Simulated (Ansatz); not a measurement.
Geometry optimisation, Ansatz 0.2.0, RKS PBE0-D4/6-31G*.

The input (input.yaml):

```yaml
crystal:
  periodic: [false, false, false]
  atoms:
    - { symbol: Si, position_ang: [-0.452066, 0.297477, -0.400272] }
    - { symbol: C, position_ang: [-0.109553, -0.197998, 2.629799] }
    - { symbol: H, position_ang: [-0.26218, -0.5765, 3.644685] }
    - { symbol: H, position_ang: [0.346395, -0.989009, 2.031334] }
    - { symbol: H, position_ang: [0.555997, 0.667491, 2.671763] }
    - { symbol: H, position_ang: [0.46172, 1.146686, 0.390867] }
    - { symbol: H, position_ang: [-0.330803, 0.660651, -1.837484] }
    - { symbol: H, position_ang: [-0.191421, -1.151918, -0.233264] }
    - { symbol: Cl, position_ang: [-2.455153, 0.695532, 0.125364] }
    - { symbol: H, position_ang: [-1.087336, 0.098689, 2.221609] }
basis:
  gaussian: { orbitals: "6-31G*" }
hamiltonian:
  xc: pbe0
  dispersion: d4
relax:
  f_tol: 0.03
  max_steps: 50
output:
  orbitals: {}
```

Command:

```bash
$ ansatz run input.yaml --threads 1 --pin off --max-ram 2048MiB --backend cpu --events-out ev --progress --plain --runs-dir out
```

Problem. Where does it end, and by what steps?

Solution. It converged. After 4 steps the energy has fallen by 0.185 eV; H10 moved furthest, 0.40 Å.

```json
{"step": "0", "energy less start (eV)": "0.0000", "largest force component (eV/Å)": "0.650", "accepted": "yes"}
{"step": "1", "energy less start (eV)": "-0.1583", "largest force component (eV/Å)": "0.262", "accepted": "yes"}
{"step": "2", "energy less start (eV)": "-0.1625", "largest force component (eV/Å)": "0.639", "accepted": "yes"}
{"step": "3", "energy less start (eV)": "-0.1814", "largest force component (eV/Å)": "0.175", "accepted": "yes"}
{"step": "4", "energy less start (eV)": "-0.1852", "largest force component (eV/Å)": "0.017", "accepted": "yes"}
```

```xyz
10
Properties=species:S:1:pos:R:3
Si -0.504 0.373 -0.753
C -0.078 -0.267 2.967
H -0.153 -0.624 3.997
H 0.334 -1.059 2.338
H 0.578 0.607 2.930
H 0.407 1.221 0.052
H -0.373 0.702 -2.194
H -0.214 -1.064 -0.528
Cl -2.450 0.754 -0.172
H -1.072 0.008 2.606
```

Whether the end is a true minimum wasn't checked by a vibrational analysis.

Run time: 9.2 s on 1 thread of Intel(R) Xeon(R) 6975P-C (Granite Rapids), with other jobs on the host, peak memory 0.15 GiB.
